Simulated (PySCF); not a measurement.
## SF₄: how level, basis and relativity move the structure

Each row is its own optimisation.

Each entry is the lowest minimum that a search over a few typed start shapes (and spin states, where more than one is plausible) found, or that minimum re-optimised at the stated level; isomers with ligand–ligand bonds, or fragments after loss of a ligand pair, can lie lower. Open shells are unrestricted; no spin–orbit coupling; PySCF with density fitting.

```tsv
level	2S+1	point group	mean bond to S (Å)	lowest ω (cm⁻¹)	highest ω (cm⁻¹)	gap (eV)	distinct angles (°)
PBE0/def2-SVP (no relativity)	1	C2v	1.619	216	907	7.76	88/101/172
B3LYP/def2-TZVP (no relativity)	1	C2v	1.617	218	869	7.28	88/101/173
BP86/def2-TZVP (no relativity)	?	?	?	?	?	?	?
PBE/def2-TZVP (no relativity)	1	C2v	1.636	204	822	4.97	88/101/174
PBE0/def2-TZVP (no relativity)	1	C2v	1.601	224	903	7.89	88/101/173
```

Fill in the row of BP86/def2-TZVP (no relativity).

2S+1: 1; point group: C2v; mean bond to S (Å): 1.638; lowest ω (cm⁻¹): 203; highest ω (cm⁻¹): 818; gap (eV): 4.99; distinct angles (°): 88/101/174.

Across these levels the mean bond spreads over 0.037 Å and the highest wavenumber over 89 cm⁻¹; all give the same point group.

Levels that gave another bonding pattern or an unsound solution are left out.
